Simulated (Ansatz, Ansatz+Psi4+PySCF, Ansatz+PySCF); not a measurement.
```xyz
6

C     0.0068    0.5088   -0.1463
O    -1.1468   -0.2241   -0.0795
O     1.1747   -0.1686    0.0799
H     0.0248    1.5166    0.3141
H     1.0767   -1.0477   -0.3076
H    -1.3666   -0.4378    0.8419
```

Basis set: cc-pVTZ (spherical functions). Correlated methods keep 3 orbitals frozen. Correlation on ROHF uses semicanonical orbitals with singles. Charge 0, multiplicity 2.

Computed with Ansatz (development build ahead of 0.2.0); each method stands on the lowest determinant of its kind that the runs found.

The atomization energy at this shape (free ground-state atoms in the same class of orbitals less the molecule, no zero-point energy) of doublet CH₃O₂:

```
      method  atomization energy
ROHF-CCSD(T)     497.98 kcal/mol
```

What does ROHF-MP2 give?

511.59 kcal/mol.
